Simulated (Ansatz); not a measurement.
Mulliken charges of C$_{4}$H$_{6}$ (`CC1C=C1`) from B3LYP/def2-TZVPP in Ansatz (PBE0-D4/def2-TZVP geometry).

```csv
atom,x (Å),y (Å),z (Å),charge (e)
C1,-0.954,0.651,-0.537,-0.214
C2,-0.162,-0.498,0.037,-0.058
C3,0.853,-0.296,1.120,-0.173
C4,1.332,-0.550,-0.049,-0.173
H5,-1.226,0.463,-1.580,0.072
H6,-1.882,0.810,0.021,0.072
H7,-0.375,1.578,-0.500,0.066
H8,-0.704,-1.447,0.021,0.066
H9,1.016,-0.071,2.161,0.171
H10,2.186,-0.690,-0.691,0.171
```

By hand: the dipole of these point charges (1 e Å = 4.8032 D).

Σ q r = (0.088, 0.006, 0.035) e Å, of length 0.095 e Å = 0.46 D.

How does the dipole of the full density compare? (An estimate is asked.)

Ansatz gave: (0.069, 0.004, 0.027) e Å, 0.36 D; the point charges give 1.28 times that, at 1° from its direction.

Point charges leave out the atoms' own dipoles, such as those of lone pairs, and Mulliken's split depends on the basis, so the two needn't agree.

B3LYP here is the variant with VWN-RPA as its local correlation; programs differ in this.
